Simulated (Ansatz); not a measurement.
# CH6BCl: the cost of one run

All numbers below are computed with Ansatz 0.2.0 (RKS PBE0-D4/6-31G*).

### 1 The structure to begin with

Bond lengths: B1–H3 1.190 Å, B1–C4 1.600 Å, C4–H5 1.110 Å, C4–H6 1.110 Å, C4–H7 1.110 Å, B1–Cl8 2.160 Å, Cl8–H9 1.527 Å. Angles: H3–B1–C4 120.0°, H3–B1–Cl8 97.0°, C4–B1–Cl8 101.2°, B1–C4–H5 109.5°, B1–C4–H6 109.5°, B1–C4–H7 109.5°, H5–C4–H6 109.4°, H5–C4–H7 109.4°, H6–C4–H7 109.4°, B1–Cl8–H9 58.2°.

As a file:

```xyz
9

B     0.0000    0.0000    0.0000
H     0.0000    0.0000    1.5400
H     1.0305    0.0000   -0.5950
C    -1.3856    0.0000   -0.8000
H    -1.9458   -0.9305   -0.5708
H    -1.9898    0.8797   -0.4946
H    -1.1839    0.0508   -1.8903
Cl    0.0903   -2.0478    0.6811
H     0.0386   -0.8759    1.6586
```

### 2 Pulling towards end A

Springs on the bonds that form and break draw the guess towards this end; the thresholds are loose.

input.yaml reads:

```yaml
crystal:
  periodic: [false, false, false]
  atoms:
    - { symbol: B, position_ang: [0.0, 0.0, 0.0] }
    - { symbol: H, position_ang: [0.0, 0.0, 1.54] }
    - { symbol: H, position_ang: [1.0305, 0.0, -0.595] }
    - { symbol: C, position_ang: [-1.3856, 0.0, -0.8] }
    - { symbol: H, position_ang: [-1.9458, -0.9305, -0.5708] }
    - { symbol: H, position_ang: [-1.9898, 0.8797, -0.4946] }
    - { symbol: H, position_ang: [-1.1839, 0.0508, -1.8903] }
    - { symbol: Cl, position_ang: [0.0903, -2.0478, 0.6811] }
    - { symbol: H, position_ang: [0.0386, -0.8759, 1.6586] }
basis:
  gaussian: { orbitals: "6-31G*" }
hamiltonian:
  xc: pbe0
  dispersion: d4
relax:
  f_tol: 0.15
  max_steps: 25
  restrain:
    - { distance: [0, 7], at: 3.06, k: 30.0 }
    - { distance: [8, 1], at: 1.86, k: 30.0 }
    - { distance: [0, 1], at: 1.19, k: 30.0 }
    - { distance: [8, 7], at: 1.37, k: 30.0 }
output:
  orbitals: {}
```

Command:

```
ansatz run input.yaml --threads 1 --pin off --max-ram 2048MiB --backend cpu --events-out ev --progress --plain --runs-dir out
```

What time and memory should one allow on 1 thread of Arm Neoverse V2, shared host?

About 16 s, with a peak of 0.13 GiB.
